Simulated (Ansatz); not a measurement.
Isolated molecules relaxed with PBE0-D4/def2-TZVP in Ansatz; ΔE leaves out vibrations. CCSD(T)/CBS is the MP2 limit (def2-TZVPP, def2-QZVPP) plus CCSD(T) − MP2 in def2-TZVPP, frozen cores. This one scheme is used for every species. Functionals use def2-TZVPP. Each species was taken in one conformer, which may not be the lowest.

Reaction (cleavage of the Al–Al bond): `[OH][AlH][AlH2]` + CH₃SH → `C[S][AlH2]` + `[OH][AlH2]`

```json
{"level": "r2SCAN0-D4", "ΔE (kcal/mol)": "-27.9"}
{"level": "ωB97M-V", "ΔE (kcal/mol)": "-29.3"}
{"level": "BLYP", "ΔE (kcal/mol)": "-26.0"}
{"level": "MP2/def2-SVP", "ΔE (kcal/mol)": "-30.0"}
{"level": "CCSD/def2-SVP", "ΔE (kcal/mol)": "-26.9"}
{"level": "CCSD(T)/def2-TZVPP", "ΔE (kcal/mol)": "-26.4"}
{"level": "HF/CBS(def2)", "ΔE (kcal/mol)": "-26.5"}
{"level": "CCSD/CBS(def2)", "ΔE (kcal/mol)": "-26.7"}
```

Question: What does CCSD(T)/CBS give? (Estimate.)

Answer: The calculation gave: -27.2 kcal/mol. The listed levels differ from it by -0.7, -2.1, 1.2, -2.8, 0.3, 0.8, 0.7, 0.5 kcal/mol.

Question: What do rigid-rotor, harmonic-oscillator terms from PBE0-D4/def2-TZVP frequencies (298.15 K, 1 bar) make of the CCSD(T)/CBS value? (Best estimate.)

Answer: Ansatz gave: ΔZPE = -0.3 kcal/mol, ΔH = -27.8 kcal/mol, ΔS = -14 J/(mol·K), ΔG = -26.9 kcal/mol.

Largest T1 diagnostic among the species: 0.013.

From BLYP to BHLYP (50 % exact exchange), in def2-TZVPP and without D4, ΔE moves by −1.0 kcal/mol. The D4 term adds −1.0 kcal/mol with B3LYP and −0.5 kcal/mol with PBE0; it sums over pairs of atoms, weighted by their polarisabilities, and B3LYP, whose exchange is more repulsive, gets the larger term. Leaving LDA and LC-ωPBE aside and taking each functional with its dispersion term where it has one, the values, not all of them listed here, spread over 5.4 kcal/mol, from B97M-V to PBE-D4. LDA lies −1.3 kcal/mol from PBE without D4.

B3LYP here is the variant with VWN-RPA as its local correlation; programs differ in this.
